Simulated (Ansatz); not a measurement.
`N=CCl`, charge 0, multiplicity 1.

(1) Give a relaxed structure at PBE0-D4/def2-TZVP (Ansatz 0.2.0). (Best estimate.)

## Answers

(1) The calculation gave: 
Cartesian coordinates in Å:
```
N -0.4674 0.5172 -0.7055
C 0.1433 -0.1879 0.1228
Cl 0.9601 -1.6311 -0.3669
H -0.8870 1.3239 -0.2458
H 0.2510 -0.0221 1.1955
```
Point group Cs.
